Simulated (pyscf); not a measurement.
H₃C–SnH₃ (SMILES [CH3][SnH3]) + HF (SMILES F) -> H₃C–SnH₃ (SMILES [CH3][SnH3]) + HF (SMILES F) (four-centre exchange; singlet surface; C–H, F–H broken, C–H, F–H formed). PySCF, gas phase, ωB97X-D3(BJ)/def2-SVP geometries. Correlated levels are frozen-core, on RHF or UHF. ΔMP2 is the change of the MP2 total energy from the triple- to the quadruple-zeta basis. Energies in kJ/mol from the separated reactants.

| level | barrier | reaction energy |
|---|---|---|
| ωB97X-D3(BJ)/def2-TZVP | ? | 0.0 |
| PBE/def2-TZVP | 204.3 | 0.0 |
| PBE0-D3(BJ)/def2-TZVP | 230.0 | 0.0 |
| MP2/def2-QZVPP | 251.3 | 0.0 |
| CCSD/def2-TZVPP | 279.5 | 0.0 |
| CCSD(T)/def2-TZVPP | 264.5 | 0.0 |
| CCSD(T)/def2-TZVPP + ΔMP2(QZVPP) | ? | 0.0 |

### Question
What belongs in the gaps?

### Answer

- ωB97X-D3(BJ)/def2-TZVP, barrier: 247.6
- CCSD(T)/def2-TZVPP + ΔMP2(QZVPP), barrier: 261.5

The same reactants have a lower exit, to H₃C–SnH₂–F + H₂ (barrier +104.1 kJ/mol at ωB97M-D3(BJ)/def2-TZVP, against +246.1 kJ/mol here). One saddle was located; it need not be the lowest between these sides. The CCSD(T) − MP2 part came from Ansatz, without density fitting, on the same reference. The frozen core leaves the outer d or s,p core shells of the metals and heavy elements correlated in the MP2 and CC values, and def2-TZVPP describes them poorly, which can shift differences by a few kcal/mol. Elements past Kr carry the def2 core potentials, without spin-orbit coupling.
